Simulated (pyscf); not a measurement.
Elementary routes open to H₂N–SiH(Cl)–Cl + hydrogen fluoride (HF) in the gas phase (singlet surface):
A. ammonia (NH₃) + F–SiH(Cl)–Cl (N–Si, F–H broken; H–N, F–Si formed)
B. H₂N–Si(F)(Cl)–Cl + hydrogen (H₂) (H–Si, F–H broken; F–Si, H–H formed)

PySCF, gas phase, ωB97X-D3(BJ)/def2-SVP geometries.

Q: Rank the routes by free-energy barrier at 900 K, lowest first, for ωB97M-D3(BJ)/def2-TZVP energies (ideal gas, 1 atm, RRHO with modes under 100 cm⁻¹ raised to 100, one conformer, R ln 2 for chiral ones without a mode under 150 cm⁻¹).

A: A (1.77 eV), B (2.53 eV)

Route A is the fastest of these, ahead of the next by 0.76 eV. The most stable products are those of B (ΔG = -1.31 eV), whose barrier is 0.76 eV higher: the kinetic and the thermodynamic product differ. At 298 K A is still the fastest. A: On the reactant side the descent ends in a bound adduct, 0.36 eV under the separated species and 0.64 eV under the saddle at ωB97X-D3(BJ)/def2-TZVP. On the product side the descent ends in an adduct with a N–Si contact (not fully relaxed), 0.29 eV under the separated species and 1.35 eV under the saddle at ωB97X-D3(BJ)/def2-TZVP. Only these routes are compared; each barrier is that of the saddle found, and lower ones may exist.
